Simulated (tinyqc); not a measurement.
Inside a calculation. Method: extended Hueckel theory, for BH3. One step of it, computed by the program tinyqc.

Problem. Mulliken analysis. P = C n C^T; charge = valence electrons (B 3, H 1) minus the sum of (P S)_ii on the atom; overlap population = 2 sum P_ij S_ij between two atoms.

coefficients:
```
              MO1        MO2        MO3        MO4        MO5        MO6        MO7
1B 2s    0.546346   0.000000  -0.000006   0.009305   0.000000  -0.000383   1.572157
1B 2px  -0.000003   0.000000   0.305652   0.000000   0.000000   1.372215   0.000447
1B 2py   0.000000   0.305637   0.000000   0.000000   1.372220   0.000000   0.000000
1B 2pz   0.000543   0.000000   0.000000   0.999939   0.000000   0.000004  -0.016592
2H 1s    0.266789   0.000000   0.656625  -0.003127   0.000000  -1.019284  -0.832988
3H 1s    0.266773   0.568666  -0.328330  -0.003127  -0.882889   0.509954  -0.832473
4H 1s    0.266773  -0.568666  -0.328330  -0.003127   0.882889   0.509954  -0.832473
```

occupations: 2.000000  2.000000  2.000000  0.000000  0.000000  0.000000  0.000000

overlap S:
```
           1B 2s     1B 2px     1B 2py     1B 2pz      2H 1s      3H 1s      4H 1s
1B 2s   1.000000   0.000000   0.000000   0.000000   0.507261   0.507232   0.507232
1B 2px  0.000000   1.000000   0.000000   0.000000   0.543246  -0.271600  -0.271600
1B 2py  0.000000   0.000000   1.000000   0.000000   0.000000   0.470459  -0.470459
1B 2pz  0.000000   0.000000   0.000000   1.000000  -0.004724  -0.004723  -0.004723
2H 1s   0.507261   0.543246   0.000000  -0.004724   1.000000   0.103995   0.103995
3H 1s   0.507232  -0.271600   0.470459  -0.004723   0.103995   1.000000   0.103976
4H 1s   0.507232  -0.271600  -0.470459  -0.004723   0.103995   0.103976   1.000000
```

Give: charges; Overlap populations.

Solution.

charges: 1B 0.9316, 2H -0.3105, 3H -0.3105, 4H -0.3105

Overlap populations:

| pair | value |
|---|---|
| 2-1 | 0.731853 |
| 3-1 | 0.731817 |
| 3-2 | -0.060075 |
| 4-1 | 0.731817 |
| 4-2 | -0.060075 |
| 4-3 | -0.060062 |
